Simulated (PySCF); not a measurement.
These are PBE-D3(BJ)/def2-TZVP in PySCF values and carry that method's errors. All species are isolated molecules in the gas phase. One relaxed conformer stands for a flexible species; it need not be the lowest. 

Reference species (SMILES): `O=[C]O` (O–C–O–H torsion 0°) (neutral, multiplicity 2).

```
Property                         Result
-----------------------------  --------
highest occupied spin orbital  -5.64 eV
```

Changed species: `[CH2]C` (radical fragment; the reference has radical fragment).

Question: What does the change do to the highest occupied spin orbital?

Answer: the highest occupied spin orbital rises by 1.09 eV, to -4.55 eV.
